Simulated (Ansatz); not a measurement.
A made-up structure of MgH3O (charge +1), closed shell:

| atom | x (Å) | y (Å) | z (Å) |
| --- | --- | --- | --- |
| O1 | -0.2132 | -0.8525 | 0.1955 |
| Mg2 | 0.2609 | 1.0410 | -0.2406 |
| H3 | -0.5064 | -1.1929 | 1.0522 |
| H4 | -0.3640 | 0.8724 | 1.3530 |
| H5 | 0.6532 | 2.6123 | -0.5987 |

It is relaxed with PBE-D4/def2-SVP and then PBE0-D4/def2-TZVP (Ansatz 0.2.0). Atoms count as bonded within 1.22 times the sum of their covalent radii (H–H: 0.88 Å). The end point is not checked to be a true minimum.

Does its bonding change? (A judgement: the text doesn't fix the answer.)

The calculation gives: Yes. Formed: O1–H4; broken: Mg2–H4.

Where it ends: The first stage lowers the energy by 5.18 eV in 13 steps. It ends as MgH₃O ([OH2][MgH]), total charge +1:
| atom | x (Å) | y (Å) | z (Å) |
| --- | --- | --- | --- |
| O1 | -0.3353 | -0.1968 | 0.8415 |
| Mg2 | 0.3348 | 1.3421 | -0.2457 |
| H3 | -0.2957 | -1.1339 | 0.6043 |
| H4 | -0.7630 | -0.1505 | 1.7080 |
| H5 | 0.8897 | 2.6195 | -1.1466 |

Labels in which every atom is bracketed show which atoms are joined, not bond orders.

For scale, one of the runs: PBE0-D4/def2-TZVP relaxation, 81 basis functions, launched by `ansatz run in.yaml --threads 2 --pin off --events-out ev --progress --plain --max-ram 4352MiB`. Hardware: 2 CPU threads of an Arm Neoverse V1, shared host. Wall time about 4.5 s.
